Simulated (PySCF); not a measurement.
hydrogen cyanide (CHN), SMILES N#C. Heavy atoms are numbered as in [CH:1]#[N:2]. Hydrogens are named by the atom that carries them.

Geometry optimised at ωB97X-D3(BJ)/def2-TZVPD.

Level of theory: PBE/def2-TZVPD in PySCF.

Mulliken values depend strongly on the basis, most of all with diffuse functions as here. Atomic charges (e), one atom of each kind:

| atom | meta-Löwdin | Mulliken |
|---|---|---|
| C1 (CH) | (withheld) | -0.09 |
| N2 | (withheld) | -0.12 |
| H on C1 | (withheld) | 0.21 |

Task: Some entries are withheld; supply them. (Estimate from the structure and the level; the computed values follow.)

Result: 
- C1 (CH), meta-Löwdin: -0.02
- N2, meta-Löwdin: -0.16
- H on C1, meta-Löwdin: 0.18
